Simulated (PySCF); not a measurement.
H2O. Atoms are numbered in the order given.

```xyz
3

O      0.0000     0.0000    -0.1180
H      0.0000    -0.7639     0.4721
H      0.0000     0.7639     0.4721
```

Geometry optimised at TPSSh-D3(BJ)/def2-TZVPD.

Calculation: HF/def2-TZVPD run with PySCF.

Mulliken values depend strongly on the basis, most of all with diffuse functions as here. ESP charges are fitted to the potential on shells at 1.4 to 2.0 van der Waals radii. Atomic charges (e):

| atom | IAO | Mulliken | ESP fit |
|---|---|---|---|
| O1 | -0.74 | -0.68 | -0.74 |
| H2 | 0.37 | 0.34 | 0.37 |
| H3 | 0.37 | 0.34 | 0.37 |
